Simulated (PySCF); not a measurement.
```xyz
5
charge 1 multiplicity 1, angstrom
N     0.0000    0.0000    0.0000
H     0.0000    0.8357   -0.5910
H     0.0000   -0.8357   -0.5910
H     0.8357    0.0000    0.5910
H    -0.8357    0.0000    0.5910
```

Level of theory: PBE0/[N def2-TZVP, H def2-TZVP], no relativity, density fitting, PySCF.

This geometry of [NH4]+ is a stationary point at this level.

(1) What is the point group?

(2) Is it a minimum?

(3) Which band is strongest in the infrared?

(4) Give the atomic charges and bond orders.

## Answers

(1) Td.

(2) Yes: all harmonic wavenumbers are real.

(3) 3508 cm⁻¹ (t2), 557 km/mol.

(4) 
| atom | Mulliken | Löwdin | polar tensor | Mayer order to N1 |
| --- | --- | --- | --- | --- |
| N1 | -0.42 | 0.11 | -0.26 | – |
| H2,3,4,5 | 0.36 | 0.22 | 0.32 | 0.87 |

Other isomers or separated fragments may lie lower.
